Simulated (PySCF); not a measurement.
Diketocyclobutene, C4H2O2.
Numbering: `[O:1]=[c:2]1[cH:3][cH:4][c:5]1=[O:6]` (hydrogens: H7 on C3; H8 on C4)

The closed-shell SCF was solved with PySCF and density fitting under several settings on one GFN2-xTB geometry (grid level 2 and gas phase unless stated).

```
       settings  basis functions  SCF cycles     E (Eh)  HOMO (eV)  LUMO (eV)  dipole (D)
  PBE0/pcSseg-1              112          13  -303.6354      -7.44      -2.50        4.50
B3LYP/def2-SVPD              142          15  -303.7965      -7.29      -2.80        4.83
```

Question: Estimate the rows for these settings: (1) BHandHLYP/ANO-RCC-VDZP, fitting basis def2-qzvpp-jkfit; (2) PBE0/pcJ-1, fitting basis def2-universal-jkfit; (3) KT3/IGLO-II, IEF-PCM chloroform.

Answer: 
```tsv
settings	basis functions	SCF cycles	E (Eh)	HOMO (eV)	LUMO (eV)	dipole (D)
BHandHLYP/ANO-RCC-VDZP, fitting basis def2-qzvpp-jkfit	94	10	-303.9273	-8.90	-1.20	5.09
PBE0/pcJ-1, fitting basis def2-universal-jkfit	182	10	-303.6683	-7.44	-2.50	4.54
KT3/IGLO-II, IEF-PCM chloroform	144	16	-308.6297	-6.00	-3.10	5.25
```

Question: Over all rows, what range does the HOMO–LUMO gap span?

Answer: From 2.90 eV (KT3/IGLO-II, IEF-PCM chloroform) to 7.70 eV (BHandHLYP/ANO-RCC-VDZP, fitting basis def2-qzvpp-jkfit). The functional of the narrowest has no exact exchange, that of the widest 50 % exact exchange.

Question: Compare two rows with the functional PBE0: PBE0/pcSseg-1 and PBE0/pcJ-1, fitting basis def2-universal-jkfit. Which energy is lower, and by how much?

Answer: PBE0/pcJ-1, fitting basis def2-universal-jkfit (182 functions) lies 0.0329 Eh or 21 kcal/mol below PBE0/pcSseg-1 (112 functions).

Cycle counts include a coarse-grid stage where the run had one. KT3 was designed for NMR shieldings or shifts; total energies of different functionals aren't comparable. ANO-RCC sets were contracted for a scalar-relativistic Hamiltonian, but ran non-relativistically here. Geometry: GFN2-xTB; no vibrations or thermal averaging.
